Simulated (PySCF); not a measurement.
Species: C4H5PS.
SMILES with atom numbers: `[CH:1]#[C:2][P:3]1(=[S:4])[CH2:5][CH2:6]1` (hydrogens: H7 on C1; H8, H9 on C5; H10, H11 on C6)

Computed by this run: PBE0-D3(BJ)/def2-SVP geometry optimisation, gas phase in PySCF 2.14.0; density fitting, grid level 1; the optimiser is geomeTRIC in internal coordinates, started from a GFN2-xTB structure.

Step 1: E = -24329.4317 eV
```
atom  x, y, z in Å  |  force x, y, z in eV/Å
C1      2.6171   -0.6398   -0.2646    0.201  -0.031  -0.063
C2      1.5042   -0.2092   -0.4830   -0.151  -0.103   0.065
P3     -0.0835    0.4922   -0.7300    0.141   0.314   0.177
S4     -0.3512    1.7548   -2.1693    0.001  -0.058  -0.034
C5     -0.8240    0.5690    0.9179   -0.328  -0.115   0.222
C6     -1.3269   -0.5743    0.0253    0.087  -0.084  -0.263
H7      3.6155   -1.0058   -0.0872   -0.094   0.005  -0.018
H8     -1.5332    1.3862    1.1011    0.087  -0.007  -0.084
H9     -0.2507    0.2796    1.8079    0.105   0.102  -0.163
H10    -2.3144   -0.4553   -0.4348   -0.014  -0.033   0.090
H11    -1.0545   -1.6054    0.2708   -0.034   0.011   0.070
```

Step 2: E = -24329.4526 eV
```
atom  x, y, z in Å  |  force x, y, z in eV/Å
C1      2.6165   -0.6535   -0.2749    0.013   0.023  -0.088
C2      1.5049   -0.2043   -0.4664   -0.041  -0.056   0.106
P3     -0.0746    0.5183   -0.7062    0.039   0.144   0.052
S4     -0.3412    1.7643   -2.1596    0.016  -0.027  -0.020
C5     -0.8507    0.5746    0.9243   -0.148  -0.098   0.083
C6     -1.3102   -0.5796    0.0205    0.064  -0.005  -0.137
H7      3.6083   -1.0413   -0.1229   -0.004  -0.020   0.004
H8     -1.5684    1.3854    1.0883    0.021   0.019  -0.050
H9     -0.2643    0.3141    1.8110    0.073   0.037  -0.040
H10    -2.2988   -0.4831   -0.4405   -0.021  -0.025   0.047
H11    -1.0231   -1.6030    0.2804   -0.013   0.009   0.043
```

Step 3: E = -24329.4612 eV
```
atom  x, y, z in Å  |  force x, y, z in eV/Å
C1      2.6145   -0.6647   -0.2890    0.004   0.001  -0.066
C2      1.5050   -0.1964   -0.4423   -0.004   0.009   0.105
P3     -0.0660    0.5447   -0.6801   -0.023  -0.014  -0.081
S4     -0.3202    1.7737   -2.1497    0.013   0.003   0.000
C5     -0.8800    0.5787    0.9305    0.029  -0.014   0.029
C6     -1.2923   -0.5845    0.0159   -0.005   0.035  -0.004
H7      3.5998   -1.0795   -0.1692    0.000  -0.005   0.010
H8     -1.6078    1.3843    1.0706   -0.010   0.004  -0.011
H9     -0.2822    0.3487    1.8176   -0.007  -0.005   0.013
H10    -2.2826   -0.5148   -0.4457   -0.008  -0.013   0.007
H11    -0.9899   -1.5982    0.2955    0.010   0.000  -0.002
```

Q: Estimate the geometry and energy of step 4. (The exact step hangs on the optimiser's Hessian estimate; all steps are aligned on step 3, rigid shifts and turns removed.)

A: E = -24329.4619 eV, largest force 0.078 eV/Å
```
atom  x, y, z in Å  |  force x, y, z in eV/Å
C1      2.6151   -0.6653   -0.2921   -0.002  -0.002  -0.053
C2      1.5052   -0.1947   -0.4350    0.000   0.009   0.078
P3     -0.0652    0.5465   -0.6779   -0.019  -0.019  -0.058
S4     -0.3140    1.7746   -2.1492    0.011   0.002   0.003
C5     -0.8836    0.5795    0.9314    0.034   0.001   0.011
C6     -1.2909   -0.5846    0.0158   -0.013   0.024   0.009
H7      3.5995   -1.0840   -0.1788    0.002  -0.001   0.011
H8     -1.6132    1.3843    1.0672   -0.007  -0.001  -0.006
H9     -0.2871    0.3520    1.8201   -0.012  -0.004   0.011
H10    -2.2818   -0.5194   -0.4452   -0.003  -0.009   0.003
H11    -0.9856   -1.5968    0.2977    0.010   0.000  -0.008
```

The energy changes by -0.0008 eV. The first-order estimate −F·Δx gives -0.0009 eV and the mean of the old and new forces, exact on a quadratic surface, -0.0008 eV. The step makes an angle of 73° with the force vector and moves no atom by more than 0.011 Å.

What follows is the cost of the whole optimisation. The run took 30 s on Arm Neoverse V1, one thread, on a shared host, and the process peaked at 0.53 GiB of memory.
